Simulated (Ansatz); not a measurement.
## Molecular dynamics of CH₃Cl₂

The input (input.yaml):

```yaml
crystal:
  periodic: [false, false, false]
  atoms:
    - { symbol: H, position_ang: [0.242014, 0.852552, -0.239558] }
    - { symbol: C, position_ang: [-0.085287, -0.310283, 0.202946] }
    - { symbol: Cl, position_ang: [1.118205, -1.459315, -0.382163] }
    - { symbol: Cl, position_ang: [-1.741688, -0.62815, -0.313086] }
    - { symbol: H, position_ang: [0.502655, 1.776407, -0.565507] }
    - { symbol: H, position_ang: [-0.035897, -0.23131, 1.297469] }
magnetization:
  spin_polarized: true
  initial_magnetization: 1
basis:
  gaussian: { orbitals: "6-31G*" }
hamiltonian:
  xc: pbe
md:
  timestep: 0.5
  n_steps: 200
  ensemble: nve
  temperature: 300.0
  initial_velocities: maxwell_boltzmann
  seed: 6420
```

Run as:

```bash
$ ansatz run input.yaml --threads 2 --pin off --max-ram 3072MiB --backend cpu --events-out ev --progress --plain --runs-dir out
```

It starts at the highest image of a converged band, a first-order saddle point between two minima.

Output, in part (one step line in 7, the closing report, with atoms numbered from 0):

```
md step     0: t =     0.00 fs  T =   300.0 K  F+E_penalty+E_count = -26115.50337108 eV  E_kin = 0.155112 eV  conserved = -26115.34825908 eV  (27 SCF iters)
md step     7: t =     3.50 fs  T =   205.0 K  F+E_penalty+E_count = -26115.45410265 eV  E_kin = 0.105996 eV  conserved = -26115.34810696 eV  (31 SCF iters)
md step    14: t =     7.00 fs  T =    96.2 K  F+E_penalty+E_count = -26115.39768303 eV  E_kin = 0.049741 eV  conserved = -26115.34794177 eV  (32 SCF iters)
md step    21: t =    10.50 fs  T =   154.0 K  F+E_penalty+E_count = -26115.42783055 eV  E_kin = 0.079607 eV  conserved = -26115.34822332 eV  (30 SCF iters)
md step    28: t =    14.00 fs  T =   208.1 K  F+E_penalty+E_count = -26115.45551449 eV  E_kin = 0.107621 eV  conserved = -26115.34789364 eV  (31 SCF iters)
md step    35: t =    17.50 fs  T =   407.3 K  F+E_penalty+E_count = -26115.55902173 eV  E_kin = 0.210582 eV  conserved = -26115.34843935 eV  (30 SCF iters)
md step    42: t =    21.00 fs  T =   408.0 K  F+E_penalty+E_count = -26115.55894300 eV  E_kin = 0.210972 eV  conserved = -26115.34797115 eV  (30 SCF iters)
md step    49: t =    24.50 fs  T =   450.7 K  F+E_penalty+E_count = -26115.58155722 eV  E_kin = 0.233014 eV  conserved = -26115.34854356 eV  (31 SCF iters)
md step    56: t =    28.00 fs  T =   482.5 K  F+E_penalty+E_count = -26115.59804966 eV  E_kin = 0.249471 eV  conserved = -26115.34857829 eV  (29 SCF iters)
md step    63: t =    31.50 fs  T =   496.1 K  F+E_penalty+E_count = -26115.60433780 eV  E_kin = 0.256492 eV  conserved = -26115.34784561 eV  (32 SCF iters)
md step    70: t =    35.00 fs  T =   641.3 K  F+E_penalty+E_count = -26115.68032136 eV  E_kin = 0.331556 eV  conserved = -26115.34876507 eV  (30 SCF iters)
md step    77: t =    38.50 fs  T =   615.3 K  F+E_penalty+E_count = -26115.66658928 eV  E_kin = 0.318144 eV  conserved = -26115.34844545 eV  (31 SCF iters)
md step    84: t =    42.00 fs  T =   508.4 K  F+E_penalty+E_count = -26115.61073732 eV  E_kin = 0.262882 eV  conserved = -26115.34785549 eV  (32 SCF iters)
md step    91: t =    45.50 fs  T =   546.5 K  F+E_penalty+E_count = -26115.63133162 eV  E_kin = 0.282559 eV  conserved = -26115.34877237 eV  (31 SCF iters)
md step    98: t =    49.00 fs  T =   507.4 K  F+E_penalty+E_count = -26115.61052840 eV  E_kin = 0.262369 eV  conserved = -26115.34815916 eV  (31 SCF iters)
md step   105: t =    52.50 fs  T =   546.8 K  F+E_penalty+E_count = -26115.63070421 eV  E_kin = 0.282723 eV  conserved = -26115.34798081 eV  (33 SCF iters)
md step   112: t =    56.00 fs  T =   642.4 K  F+E_penalty+E_count = -26115.68090026 eV  E_kin = 0.332127 eV  conserved = -26115.34877360 eV  (35 SCF iters)
md step   119: t =    59.50 fs  T =   509.0 K  F+E_penalty+E_count = -26115.61107268 eV  E_kin = 0.263189 eV  conserved = -26115.34788413 eV  (33 SCF iters)
md step   126: t =    63.00 fs  T =   465.3 K  F+E_penalty+E_count = -26115.58862175 eV  E_kin = 0.240581 eV  conserved = -26115.34804089 eV  (34 SCF iters)
md step   133: t =    66.50 fs  T =   520.9 K  F+E_penalty+E_count = -26115.61781461 eV  E_kin = 0.269303 eV  conserved = -26115.34851196 eV  (31 SCF iters)
md step   140: t =    70.00 fs  T =   513.2 K  F+E_penalty+E_count = -26115.61313176 eV  E_kin = 0.265329 eV  conserved = -26115.34780252 eV  (30 SCF iters)
md step   147: t =    73.50 fs  T =   584.5 K  F+E_penalty+E_count = -26115.65047903 eV  E_kin = 0.302219 eV  conserved = -26115.34826027 eV  (29 SCF iters)
md step   154: t =    77.00 fs  T =   575.3 K  F+E_penalty+E_count = -26115.64591868 eV  E_kin = 0.297463 eV  conserved = -26115.34845608 eV  (29 SCF iters)
md step   161: t =    80.50 fs  T =   448.1 K  F+E_penalty+E_count = -26115.57942308 eV  E_kin = 0.231681 eV  conserved = -26115.34774235 eV  (29 SCF iters)
md step   168: t =    84.00 fs  T =   466.1 K  F+E_penalty+E_count = -26115.58926951 eV  E_kin = 0.241006 eV  conserved = -26115.34826385 eV  (30 SCF iters)
md step   175: t =    87.50 fs  T =   513.2 K  F+E_penalty+E_count = -26115.61360356 eV  E_kin = 0.265343 eV  conserved = -26115.34826094 eV  (29 SCF iters)
md step   182: t =    91.00 fs  T =   551.2 K  F+E_penalty+E_count = -26115.63284098 eV  E_kin = 0.284988 eV  conserved = -26115.34785315 eV  (29 SCF iters)
md step   189: t =    94.50 fs  T =   603.5 K  F+E_penalty+E_count = -26115.66050406 eV  E_kin = 0.312051 eV  conserved = -26115.34845260 eV  (30 SCF iters)
md step   196: t =    98.00 fs  T =   512.4 K  F+E_penalty+E_count = -26115.61307805 eV  E_kin = 0.264930 eV  conserved = -26115.34814824 eV  (30 SCF iters)
md step   200: t =   100.00 fs  T =   517.9 K  F+E_penalty+E_count = -26115.61636239 eV  E_kin = 0.267797 eV  conserved = -26115.34856499 eV  (27 SCF iters)
Total energy: -26115.61640230 eV, -959.7312009839 hartree
Atom 0 at     0.146187     0.650717     0.228172 Å, force     0.057892     0.452337    -0.238710 eV/Å
Atom 1 at    -0.137495    -0.389243     0.319348 Å, force    -0.514271    -1.711136     0.964685 eV/Å
Atom 2 at     1.123861    -1.467377    -0.391830 Å, force    -0.159723     0.367706    -0.169830 eV/Å
Atom 3 at    -1.808529    -0.691179    -0.319979 Å, force     0.419313     0.304540    -0.179473 eV/Å
Atom 4 at     3.552836     5.927540    -1.914055 Å, force     0.000013    -0.000004    -0.000004 eV/Å
Atom 5 at    -0.216372    -0.739583     1.373667 Å, force     0.196776     0.586557    -0.376669 eV/Å
Dipole moment:     0.079913     0.248071     0.275121 e Å
```

The run went to its last step. The conserved energy stayed within 0.12 meV per atom of its start (net change -0.051 meV per atom), so the integration is sound. The system heated up, since it started high on the potential surface and ran downhill. A run of 0.1 ps of so small a system gives no equilibrium averages.

The step under study would form H1–H5 and break H1–C2. These pairs go: H1–H5 1.01 → 6.64 Å, H1–C2 1.29 → 1.08 Å. In the last frame they stand as before the step (other bonds may differ from the relaxed reactants and products). It ends as CH2Cl2 + H. Pairs count as bonded within 1.25 times the sum of covalent radii (0.12 Å more for H–H).

Last frame:

```xyz
6
Properties=species:S:1:pos:R:3
H 0.146 0.651 0.228
C -0.138 -0.389 0.319
Cl 1.124 -1.467 -0.392
Cl -1.808 -0.691 -0.320
H 3.553 5.928 -1.914
H -0.216 -0.740 1.374
```

Run time: 2.2 min on 2 threads of AMD EPYC 9R14 (Zen 4), on a shared host, peak memory 0.13 GiB.
